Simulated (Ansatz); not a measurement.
Lattice constant a of diamond and zinc-blende semiconductors: measurement against r2SCAN

Computed values from Ansatz (plane waves, PAW); cells keep the symmetry of their structure type. Ansatz (a program for electronic structure) is a plane-wave DFT program; potentials: the later of its two PAW sets. Static lattice, each level relaxed to under 0.1 GPa.

Here x stands for r2SCAN a and y for measured a.

```
solid  r2SCAN a (Å)  measured a (Å)  basis of the measured value
-----  ------------  --------------  ---------------------------
C             3.560               ?    0 K, zero-point corrected
BN            3.610           3.593    0 K, zero-point corrected
SiC           4.356           4.346    0 K, zero-point corrected
BP            4.536           4.525    0 K, zero-point corrected
GaP           5.451           5.439    0 K, zero-point corrected
GaAs          5.666           5.640    0 K, zero-point corrected
InP           5.907           5.858    0 K, zero-point corrected
InAs          6.108           6.047    0 K, zero-point corrected
InSb          6.556           6.468    0 K, zero-point corrected
```

Taking a straight line for y over the 8 complete rows: With u = x - 5.3, the rows have u = -1.6900, -0.9440, -0.7640, 0.1510, 0.3660, 0.6070, 0.8080, 1.2560. Means: u -0.026250, y 5.2395. About the means, the sum of products is 6.9195 and the sum of squares of u is 7.0810; the slope is their ratio. Least squares gives y = 5.2652 + 0.97719·u. Residuals (row less fit): -0.0207, 0.0033, 0.0064, 0.0262, 0.0171, -0.0004, -0.0078, -0.0246; standard error 0.0188 (degrees of freedom: 6). The slope is 0.977 with a standard error of 0.0071. Before the fit, r2SCAN less measured has mean 0.0342, mean absolute 0.0342 and median absolute 0.0215 Å over these 8 rows.

Task: Predict the withheld y at x = 3.560 from the fit, and compare with measurement.

Result: u = -1.7400, so y = 5.2652 + 0.97719 × (-1.7400) = 3.5649 Å. The measured value is 3.553 Å, 0.0119 Å below the prediction (0.4 % of the range of y in the table). The row lies outside the fitted rows, so this is an extrapolation. From the scatter of the fitted rows alone, a prediction at this place has a standard error of 0.0234 Å, so the miss is 0.5 times that.

Plain r2SCAN misses this row by 0.007 Å. The rows are a random draw of 9 from the 9 solids that have both values on this basis (zero-point corrected by the source), of 23 computed in this series. Not drawn: V to Ni and open 4f shells, rows kept for tests, unfit runs, cells that left their space group, values derived or compiled from fits, values whose temperature is given only as extrapolated, encyclopaedia, home-page and unnamed sources, sources from 2025 on, cells with moments, not at rest, warned of a lower state, or off the usual phase with no note on it here. Measured values as quoted by these papers, many of them computational: C Daniel Mejia-Rodriguez et al., Physical Review B (2018), arXiv:1807.09216; BN Tamar Goldzak et al., The Journal of Chemical Physics (2022), arXiv:2208.04865; SiC Daniel Mejia-Rodriguez et al., Physical Review B (2018), arXiv:1807.09216; BP Daniel Mejia-Rodriguez et al., Physical Review B (2018), arXiv:1807.09216; GaP Daniel Mejia-Rodriguez et al., Physical Review B (2018), arXiv:1807.09216; GaAs Daniel Mejia-Rodriguez et al., Physical Review B (2018), arXiv:1807.09216; InP Daniel Mejia-Rodriguez et al., Physical Review B (2018), arXiv:1807.09216; InAs Daniel Mejia-Rodriguez et al., Physical Review B (2018), arXiv:1807.09216; InSb Daniel Mejia-Rodriguez et al., Physical Review B (2018), arXiv:1807.09216.
